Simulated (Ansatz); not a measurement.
Two isomers of C3H3N: A = `C=CC#N`, B = `[H]/N=C/C#C`.

Computed with Ansatz on PBE0-D4/def2-TZVP structures; ΔE is electronic, products minus reactants. CCSD(T)/CBS adds triple-zeta CCSD(T) − MP2 to the extrapolated MP2 energy (def2 sets, frozen cores). This one scheme is used for every species. DFT in def2-TZVPP. B3LYP here is the variant with VWN-RPA as its local correlation; programs differ in this.

Problem. Which isomer does CCSD(T)/CBS put lower? Give the gap. (Estimate.)

Solution. The calculation gave: A, by 34.3 kcal/mol.

Problem. Give E(B) − E(A) in kcal/mol with CCSD/def2-TZVPP, B3LYP, PBE0-D4, B3LYP-D4, r2SCAN-D4, MP2/def2-TZVPP, BLYP-D4. (Estimate.)

Solution. Computed: CCSD/def2-TZVPP 35.8, B3LYP 34.3, PBE0-D4 34.2, B3LYP-D4 34.3, r2SCAN-D4 34.4, MP2/def2-TZVPP 35.7, BLYP-D4 33.7. None reverses the order clearly.

Problem. Does the order hold for the free energy at 298.15 K (harmonic terms from PBE0-D4)? (Estimate.)

Solution. The calculation gave: Yes: G(B) − G(A) = +33.8 kcal/mol.

Largest T1 diagnostic: 0.014.

At CCSD(T), def2-SVP lies +3.0 kcal/mol from the extrapolated value and def2-TZVPP +1.2 kcal/mol. From BLYP to BHLYP (50 % exact exchange), in def2-TZVPP and without D4, E(B) − E(A) moves by +1.8 kcal/mol.
